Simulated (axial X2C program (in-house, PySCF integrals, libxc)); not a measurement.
## Nuclear properties of SH⁺

Calculated with an axial X2C code built on PySCF integrals: two-component X2C with atomic mean-field Coulomb and Gaunt terms, Gaussian nuclei, basis S dyall-av3z, H dyall-v3z with contracted cores.

R = 1.373 Å (near the PBE0 minimum at charge 1 of the determinant lowest at the starting distance; the state shown can have its own minimum elsewhere).

Input and command:
```json
{"zs": [16, 1], "q": 1, "bas": ["dyall-av3z", "dyall-v3z"], "r0": 1.35, "levels": ["PBE0", "HF", "BP86", "PBE50", "LDA"], "nst": 3}
```
```bash
python soeom.py task.json out
```

Keys: zs atomic numbers; q charge; bas basis sets; r0 starting distance in Å; levels methods; nst determinants followed.

Determinant lowest in the PBE0 search, Ω = 1 (⟨Sz⟩ = 1.00, ⟨Lz⟩ = 0.00 at PBE0), spin on the atoms S 1.03, H -0.03:

```csv
level,Eeff magnitude (GV/cm),Ws magnitude S (kHz),A∥/gI S (MHz),qzz S (a.u.),A∥/gI H (MHz),qzz H (a.u.)
PBE0,0.0514,0.0202,-246,-1.55,-4.84,0.17
HF,0.0944,0.0366,-133,-1.43,-7.46,0.17
BP86,0.0387,0.0153,-257,-1.55,-4.06,0.18
PBE50,0.061,0.0238,-217,-1.53,-4.95,0.17
LDA,0.0236,0.00939,-266,-1.65,-3.8,0.18
```

Determinant 1.33 eV from it at PBE0 and this distance, Ω = 0 (closed shell), highest spinor 95% S p, 4% H p:

```json
{"level": "PBE0", "qzz S (a.u.)": "-1.65", "qzz H (a.u.)": "0.18"}
{"level": "HF", "qzz S (a.u.)": "-1.60", "qzz H (a.u.)": "0.17"}
{"level": "BP86", "qzz S (a.u.)": "-1.66", "qzz H (a.u.)": "0.18"}
{"level": "PBE50", "qzz S (a.u.)": "-1.65", "qzz H (a.u.)": "0.17"}
{"level": "LDA", "qzz S (a.u.)": "-1.77", "qzz H (a.u.)": "0.18"}
```

Eeff is the effective electric field on the electron electric dipole moment in this Ω state and Ws the scalar–pseudoscalar constant of the nucleus named (defined with the proton number Z and per Ω); A∥ (defined per Ω) follows by multiplying with gI = μI/(I μN); qzz is the electric field gradient, eQq0 = 234.96 MHz × Q/barn × qzz. The operators were transformed with the bare-nucleus X2C matrices; with these basis sets, hyperfine constants and field gradients can be off by tens of per cent, and where levels differ in sign neither size nor sign is settled.

(1) With gI(33S) = 0.4292, Q(33S) = -0.0694 barn, gI(1H) = 5.5857 (g factors from the IAEA table of nuclear moments by Stone; Q from Pyykkö, Mol. Phys. 2018), turn the PBE0 values of the first state into constants in MHz.

Each state is one determinant with collinear spin, which with several unpaired electrons need not be a pure state. Unrestricted Hartree–Fock can overshoot spin polarisation at the nuclei. A closed determinant beside an open π² or δ² triplet, such as (π1/2)², mixes with its partner pair into the 0⁺ component of the triplet and ¹Σ⁺, so its energy is not that of a level, and 0⁺ can lie lowest. With several open shells hyperfine constants can be off by a factor of several. Where Eeff spreads by more than a factor of two the levels disagree and none is to be relied on. Open-shell Ω = 0 determinants with evenly filled partner blocks cannot be reached by this program, so the Ω shown need not be the lowest component. The search compared states at one distance, so a state with another bond length can lie lower. Further determinants of the search, some of them spin-mixed, are not shown. PBE0 term energies can be off by some tenths of an eV.

Answers

(1) A∥(33S) = -246 × 0.4292 = -106 MHz; eQq0(33S) = 234.96 × (-0.0694) × (-1.55) = 25.3 MHz; A∥(1H) = -4.84 × 5.5857 = -27 MHz.
